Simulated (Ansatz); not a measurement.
Isolated molecules relaxed with PBE0-D4/def2-TZVP in Ansatz; ΔE leaves out vibrations. CBS: MP2 limit from def2 TZ/QZ plus the TZ coupled-cluster correction, frozen cores. This one scheme is used for every species, atoms too. Functionals use def2-TZVPP. No spin–orbit coupling; open shells (•) take unrestricted orbitals. Spin–orbit coupling would lower the free atoms: a little for C, Cl. Each species was taken in one conformer, which may not be the lowest.

`CC(C)C(C)Cl` → 5 C• + Cl• + 11 H•  (atomization)

```csv
level,ΔE (kcal/mol),difference from CCSD(T)/CBS
r2SCAN0-D4,1569.8,-9.1
revPBE,1544.7,-34.2
PBE0,1582.6,3.7
r2SCANh,1574.6,-4.3
BHLYP,1534.3,-44.6
HF/def2-SVP,1211.0,-367.9
MP2/def2-SVP,1527.1,-51.8
HF/def2-TZVPP,1192.8,-386.1
SCS-MP2/def2-TZVPP,1555.7,-23.2
SCS-MP2/def2-QZVPP,1577.5,-1.4
CCSD(T)/CBS,1578.9,0
```

Largest T1 diagnostic among the species: 0.009.

From BLYP to BHLYP (50 % exact exchange), in def2-TZVPP and without D4, ΔE moves by −12.8 kcal/mol: exact exchange takes away binding that semilocal exchange gives to molecules. Leaving LDA and LC-ωPBE aside and taking each functional with its dispersion term where it has one, the values, not all of them listed here, spread over 62.1 kcal/mol, from BHLYP-D4 to PBE-D4. LDA lies +193.2 kcal/mol from PBE without D4, its usual overbinding.

For atomizations the MP2-based limit and the directly extrapolated one differ by several kJ/mol either way, and by 10 to 25 for some Ge, Se and Sn compounds, so smaller differences from it don't rank the levels.
